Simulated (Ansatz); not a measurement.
Frontier orbitals of `BS`.

```xyz
5

B    -0.574   -0.068   -0.044
S     0.891    0.816    0.390
H    -1.603    0.490    0.183
H    -0.523   -1.152   -0.533
H     1.809   -0.086    0.004
```

The species carries charge 0 and has multiplicity 1. The structure was optimised at the PBE0-D4/def2-TZVP level. Basis def2-TZVPP, the Gaussian-basis code of Ansatz.

Orbital energies of one run (eV). Highest occupied ones, from the top: -9.44, -10.43, -11.46, -13.42, -15.89, -23.25, -168.58, -168.59, -168.67, -193.30, -227.00, -2450.59. Empty: -0.27, 1.29, 2.59, 2.88, 3.42, 4.34.

**Question.** Which functional gave them?
A. HSE06 (plane-wave form)
B. B97M-V
C. ωB97X-V
D. BHLYP

**Answer.** D. HOMO energies: BHLYP -9.44, ωB97X-V -10.81, B97M-V -7.64, HSE06 -8.08 eV.
